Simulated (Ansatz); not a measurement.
System: trigonal Te. Method: revPBE (Ansatz, an electronic-structure program, plane waves, PAW).

Run with plane-wave cutoff 520 eV, 12×12×6 k mesh (along the axes of the cell as run), Fermi–Dirac smearing 0.01 eV, scalar-relativistic PAW data made under PBE.

Computed at the level's own relaxed cell.

### Question
Estimate the lattice parameter c, equilibrium volume per atom, bulk modulus, direct gap at Γ and lattice constant a that the calculation returns.

### Answer

lattice parameter c: 5.914 Å
equilibrium volume per atom: 38.30 Å³/atom
bulk modulus: 5.68 GPa
direct gap at Γ: 1.67 eV
lattice constant a: 4.732 Å

Measured, for comparison: lattice parameter c 5.928 Å, lattice constant a 4.456 Å (293 K, no zero-point or thermal correction; as tabulated in Wikipedia's data pages); bulk modulus 19 GPa (temperature not stated, no zero-point or thermal correction; as tabulated in Yi et al. (2018), arXiv:1712.00894). Computed (rounded) less measured: lattice parameter c -0.2 %, bulk modulus -70 % (against room or unstated temperature, where such soft solids are markedly softer), lattice constant a +6.2 %.

Note: for a layered or molecular solid the relaxed cell lies over 5 % above the published volume, where the minimum can be shallow; the cell comes from a level without a dispersion term, which matters for the spacing of layers, chains or molecules; the bulk modulus comes from volumes at which shape and atoms were relaxed.

Spin–orbit coupling is not included; with these elements it can move the gap by several tenths of an eV or more.

Static lattice: no zero-point or thermal effects.

It cost around 14 core-minutes (rough) of CPU time.
